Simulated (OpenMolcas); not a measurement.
# A workflow on HNO2 (nitrous acid)

Wanted: the energy (HF/STO-3G), then the energy (CASSCF(2,2)/STO-3G), then a single-point energy (CASPT2(2,2)/STO-3G), then the energy (SC-NEVPT2(2,2)/STO-3G), then a single-point energy (MRCI(2,2)/STO-3G) of HNO2 (nitrous acid). 

The results are computed with OpenMolcas 26.06.

1 further run of the same task is left out (for a known fault of the program).

### Step 1. Starting point

The species is HNO2 (4 atoms), meant as a singlet with charge 0. As SMILES, `O=NO`. The shape is that of a GFN2-xTB optimisation.

Bond lengths: O1–N2 1.181 Å, N2–O3 1.392 Å, O3–H4 0.968 Å. Angles: O1–N2–O3 113.7°, N2–O3–H4 106.9°.

### Step 2. The energy at HF/STO-3G (run 1)

Contents of step1.input:

```
>>> EXPORT MOLCAS_PRINT=2

&GATEWAY
  BasLib=$CurrDir
  Coord
  4
  angstrom
  O        0.424700       0.045690       1.471310
  N        0.319310      -0.411420       0.387280
  O       -0.357270       0.415910      -0.505360
  H       -0.386730      -0.050180      -1.353230
  Basis=STO-3G
  Group=NoSym

&SEWARD

&SCF
  PrOrbitals=1 1
```

The basis set STO-3G is read from a file made from the Basis Set Exchange's data (not shown).

Command:

```sh
export MOLCAS_MEM=1860
pymolcas step1.input > step1.log
```

Output:

```text
--- Start Module: gateway ---
[...]
--- Stop Module: gateway /rc=_RC_ALL_IS_WELL_ ---
--- Start Module: seward ---
[...]
      Basis functions           16
--- Stop Module: seward /rc=_RC_ALL_IS_WELL_ ---
--- Start Module: scf ---
[...]
       Convergence after  12 Iterations
[...]
::    Total SCF energy                               -201.9068966297
[...]
      Total spin, S                                     0.0000000000
[...]
      Total electronic charge=   24.000000
      Total            charge=   -0.000000
[...]
      Dipole Moment (debye):
      Origin of the operator (angstrom)=    0.1098    0.0334    0.4151
                   X= -2.5849E-01               Y= -4.8436E-01               Z= -1.6307E+00           Total=  1.7207E+00
      Quadrupole Moment (debye*angstrom):
[...]
--- Stop Module: scf /rc=_RC_ALL_IS_WELL_ ---
[...]
```

Run time: 1.6 s. Hardware: 1 thread of Intel Xeon Platinum 8375C at 2.90GHz (Ice Lake), shared host; peak memory 0.37 GiB.

### Step 3. The energy at CASSCF(2,2)/STO-3G (run 2)

Contents of step2.inp:

```
* HNO2 CASSCF

&GATEWAY
  BASLIB=$CurrDir
  COORD
  4
  angstrom
  O        0.424700       0.045690       1.471310
  N        0.319310      -0.411420       0.387280
  O       -0.357270       0.415910      -0.505360
  H       -0.386730      -0.050180      -1.353230
  BASIS=STO-3G
  GROUP=NoSym

&SEWARD

&RASSCF
  FILEORB=$CurrDir/step1.ScfOrb
  SPIN=1
  NACTEL=2 0 0
  INACTIVE=11
  RAS2=2
  ORBLISTING=Nothing
  ORBAPPEAR=Compact
```

The basis set STO-3G is read from a file made from the Basis Set Exchange's data (not shown).

Command:

```sh
export MOLCAS_MEM=1860
pymolcas step2.inp > step2.log
```

Output:

```text
--- Start Module: gateway ---
[...]
--- Stop Module: gateway /rc=_RC_ALL_IS_WELL_ ---
--- Start Module: seward ---
[...]
      Basis functions           16
--- Stop Module: seward /rc=_RC_ALL_IS_WELL_ ---
--- Start Module: rasscf ---
[...]
      Number of active orbitals                  2
[...]
      Spin quantum number                      0.0
[...]
      Active orbitals                            2
[...]
      Number of CSFs                             3
[...]
      Number of root(s) required                 1
[...]
      Convergence after 37 iterations
[...]
      printout of CI-coefficients larger than  0.05 for root  1
      energy=    -201.962639
      conf/sym  11     Coeff  Weight
             1  20   0.96568 0.93253
             3  02  -0.25974 0.06747
      Natural orbitals and occupation numbers for root  1
      sym 1:   1.865070   0.134930
      ************************************************************************************************************************
      *                                                    Final results                                                     *
[...]
::    RASSCF root number  1 Total energy:   -201.96263890
[...]
      Total electronic charge=   24.000000
      Total            charge=   -0.000000
[...]
      Dipole Moment (debye):
      Origin of the operator (angstrom)=    0.1098    0.0334    0.4151
                   X= -2.0514E-01               Y= -4.1895E-01               Z= -1.3497E+00           Total=  1.4280E+00
      Quadrupole Moment (debye*angstrom):
[...]
--- Stop Module: rasscf /rc=_RC_ALL_IS_WELL_ ---
[...]
```

It took 2.2 s on 1 thread of Intel Xeon Platinum 8375C at 2.90GHz (Ice Lake), shared host; peak memory 0.37 GiB.

### Step 4. The energy at CASPT2(2,2)/STO-3G (run 3)

Contents of step3.input:

```
* HNO2 CASPT2
&gateway
baslib=$CurrDir
coord
4
angstrom
O        0.424700       0.045690       1.471310
N        0.319310      -0.411420       0.387280
O       -0.357270       0.415910      -0.505360
H       -0.386730      -0.050180      -1.353230
basis=STO-3G
group=NoSym
&seward
&rasscf
fileorb=$CurrDir/step2.RasOrb
spin=1
nactel=2 0 0
inactive=11
ras2=2
orblisting=Nothing
orbappear=Compact
&caspt2
imaginary=0.1
frozen=3
```

The basis set STO-3G is read from a file made from the Basis Set Exchange's data (not shown).

Command:

```sh
export MOLCAS_MEM=1860
pymolcas step3.input > step3.log
```

Output:

```text
--- Start Module: gateway ---
[...]
--- Stop Module: gateway /rc=_RC_ALL_IS_WELL_ ---
[...]
      Basis functions           16
[...]
--- Start Module: rasscf ---
[...]
      Number of active orbitals                  2
[...]
      Spin quantum number                      0.0
[...]
      Active orbitals                            2
[...]
      Number of CSFs                             3
[...]
      Number of root(s) required                 1
[...]
      Convergence after  4 iterations
[...]
      printout of CI-coefficients larger than  0.05 for root  1
      energy=    -201.962639
      conf/sym  11     Coeff  Weight
             1  20   0.96568 0.93253
             3  02  -0.25974 0.06747
      Natural orbitals and occupation numbers for root  1
      sym 1:   1.865069   0.134931
      ************************************************************************************************************************
      *                                                    Final results                                                     *
[...]
::    RASSCF root number  1 Total energy:   -201.96263890
[...]
      Total electronic charge=   24.000000
      Total            charge=   -0.000000
[...]
      Dipole Moment (debye):
      Origin of the operator (angstrom)=    0.1098    0.0334    0.4151
                   X= -2.0515E-01               Y= -4.1895E-01               Z= -1.3497E+00           Total=  1.4280E+00
      Quadrupole Moment (debye*angstrom):
[...]
--- Stop Module: rasscf /rc=_RC_ALL_IS_WELL_ ---
--- Start Module: caspt2 ---
[...]
 ###    WARNING: User changed nr of frozen orbitals.                         ###
 ###############################################################################
[...]
      E2 (Variational):          -0.1051687220
      Total energy:            -202.0678076222
[...]
      Reference weight:           0.95762
[...]
::    CASPT2 Root  1     Total energy:   -202.06780762
[...]
--- Stop Module: caspt2 /rc=_RC_ALL_IS_WELL_ ---
[...]
```

Run time: 1.6 s. Hardware: 1 thread of Intel Xeon Platinum 8375C at 2.90GHz (Ice Lake), shared host; peak memory 0.37 GiB.

### Step 5. A single-point energy at SC-NEVPT2(2,2)/STO-3G (run 4)

Contents of step4.input:

```
>>> EXPORT MOLCAS_PRINT=2
&gateway
baslib = $CurrDir
coord
4
angstrom
O        0.424700       0.045690       1.471310
N        0.319310      -0.411420       0.387280
O       -0.357270       0.415910      -0.505360
H       -0.386730      -0.050180      -1.353230
basis = STO-3G
group = NoSym
&seward
&rasscf
fileorb = $CurrDir/step2.RasOrb
spin = 1
nactel = 2 0 0
inactive = 11
ras2 = 2
orblisting = Nothing
orbappear = Compact
&caspt2
sc-nevpt2
frozen = 3
```

The basis set STO-3G is read from a file made from the Basis Set Exchange's data (not shown).

Command:

```sh
export MOLCAS_MEM=1860
pymolcas step4.input > step4.log
```

Output:

```text
--- Start Module: gateway ---
[...]
--- Stop Module: gateway /rc=_RC_ALL_IS_WELL_ ---
[...]
      Basis functions           16
[...]
--- Start Module: rasscf ---
[...]
      Number of active orbitals                  2
[...]
      Spin quantum number                      0.0
[...]
      Active orbitals                            2
[...]
      Number of CSFs                             3
[...]
      Number of root(s) required                 1
[...]
      Convergence after  4 iterations
[...]
      printout of CI-coefficients larger than  0.05 for root  1
      energy=    -201.962639
      conf/sym  11     Coeff  Weight
             1  20   0.96568 0.93253
             3  02  -0.25974 0.06747
      Natural orbitals and occupation numbers for root  1
      sym 1:   1.865069   0.134931
      ************************************************************************************************************************
      *                                                    Final results                                                     *
[...]
::    RASSCF root number  1 Total energy:   -201.96263890
[...]
      Total electronic charge=   24.000000
      Total            charge=   -0.000000
[...]
      Dipole Moment (debye):
      Origin of the operator (angstrom)=    0.1098    0.0334    0.4151
                   X= -2.0515E-01               Y= -4.1895E-01               Z= -1.3497E+00           Total=  1.4280E+00
      Quadrupole Moment (debye*angstrom):
[...]
--- Stop Module: rasscf /rc=_RC_ALL_IS_WELL_ ---
--- Start Module: caspt2 ---
[...]
 ###    WARNING: User changed nr of frozen orbitals.                         ###
 ###############################################################################
[...]
      E2 (Variational):          -0.1052087171
[...]
      E2 (Variational):          -0.1051074694
      Total energy:            -202.0677463696
[...]
      Reference weight:           0.95791
[...]
::    SC-NEVPT2 Root  1     Total energy:   -202.06774637
[...]
--- Stop Module: caspt2 /rc=_RC_ALL_IS_WELL_ ---
[...]
```

Wall time 1.6 s (1 thread of Intel Xeon Platinum 8375C at 2.90GHz (Ice Lake), shared host); peak memory 0.37 GiB.

### Step 6. The energy at MRCI(2,2)/STO-3G (run 5)

Contents of step5.input:

```
* HNO2 MRCI

&GATEWAY
  BasLib = $CurrDir
  Coord
  4
  angstrom
  O        0.424700       0.045690       1.471310
  N        0.319310      -0.411420       0.387280
  O       -0.357270       0.415910      -0.505360
  H       -0.386730      -0.050180      -1.353230
  Basis = STO-3G
  Group = NoSym

&SEWARD

&RASSCF
  FileOrb = $CurrDir/step2.RasOrb
  Spin = 1
  Nactel = 2 0 0
  Inactive = 11
  Ras2 = 2
  OrbListing = Nothing
  OrbAppear = Compact

&MOTRA
  LumOrb
  Frozen = 3

&GUGA
  Electrons = 18
  Spin = 1
  Inactive = 8
  Active = 2
  CIAll = 1

&MRCI
  SDCI
```

The basis set STO-3G is read from a file made from the Basis Set Exchange's data (not shown).

Command:

```sh
export MOLCAS_MEM=1860
pymolcas step5.input > step5.log
```

Output:

```text
--- Start Module: gateway ---
[...]
--- Stop Module: gateway /rc=_RC_ALL_IS_WELL_ ---
[...]
      Basis functions           16
[...]
      Number of active orbitals                  2
[...]
      Spin quantum number                      0.0
[...]
      Active orbitals                            2
[...]
      Number of CSFs                             3
[...]
      Number of root(s) required                 1
[...]
      Convergence after  4 iterations
[...]
      printout of CI-coefficients larger than  0.05 for root  1
      energy=    -201.962639
      conf/sym  11     Coeff  Weight
             1  20   0.96568 0.93253
             3  02  -0.25974 0.06747
      Natural orbitals and occupation numbers for root  1
      sym 1:   1.865069   0.134931
      ************************************************************************************************************************
      *                                                    Final results                                                     *
[...]
::    RASSCF root number  1 Total energy:   -201.96263890
[...]
      Dipole Moment (debye):
      Origin of the operator (angstrom)=    0.1098    0.0334    0.4151
                   X= -2.0515E-01               Y= -4.1895E-01               Z= -1.3497E+00           Total=  1.4280E+00
      Quadrupole Moment (debye*angstrom):
[...]
      *** WARNING: Default frozen orbitals is overwritten by user input.
      *** Default values:   3
[...]
--- Start Module: guga ---
[...]
--- Stop Module: guga /rc=_RC_ALL_IS_WELL_ ---
--- Start Module: mrci ---
[...]
       (But an ACPF correction will be computed)
       USE THE DEFAULT ACPF G-VALUE GFAC=  0.11111111111111110
[...]
                      CI ENERGY:  -202.09354328
[...]
                ACPF CORRECTION:    -0.01018552
[...]
      Total electronic charge=   24.000000
      Total            charge=   -0.000000
[...]
     ACPF CORRECTION:     -0.01018552
[...]
  CI State   1     Total energy:   -202.09354328     QDav:     -0.01157125     QACPF:     -0.01018552
[...]
--- Stop Module: mrci /rc=_RC_ALL_IS_WELL_ ---
[...]
```

Wall time 1.8 s (1 thread of Intel Xeon Platinum 8375C at 2.90GHz (Ice Lake), shared host); peak memory 0.37 GiB.

### Step 7. Outcome

| quantity | value |
| --- | --- |
| run 1, HF/STO-3G: total energy | -201.90690 Eh |
| run 1, HF/STO-3G: dipole moment | 1.72 D |
| run 1, HF/STO-3G: HOMO energy | -8.98 eV |
| run 1, HF/STO-3G: LUMO energy | 6.34 eV |
| run 1, HF/STO-3G: HOMO–LUMO gap | 15.31 eV |
| run 2, CASSCF(2,2)/STO-3G: total energy | -201.96264 Eh |
| run 2, CASSCF(2,2)/STO-3G: dipole moment (CASSCF density) | 1.43 D |
| run 3, CASPT2(2,2)/STO-3G: total energy | -202.06781 Eh |
| run 3, CASPT2(2,2)/STO-3G: dipole moment (CASSCF density) | 1.43 D |
| run 4, SC-NEVPT2(2,2)/STO-3G: total energy | -202.06775 Eh |
| run 4, SC-NEVPT2(2,2)/STO-3G: dipole moment (CASSCF density) | 1.43 D |
| run 5, MRCI(2,2)/STO-3G: total energy | -202.09354 Eh |
| run 5, MRCI(2,2)/STO-3G: dipole moment (CASSCF density) | 1.43 D |

What this shows: Mulliken charges (run 2, CASSCF(2,2)/STO-3G) run from -0.25 on O3 to +0.23 on H4. Mulliken charges (run 4, SC-NEVPT2(2,2)/STO-3G) of the CASSCF density run from -0.25 on O3 to +0.23 on H4; they depend strongly on the basis.
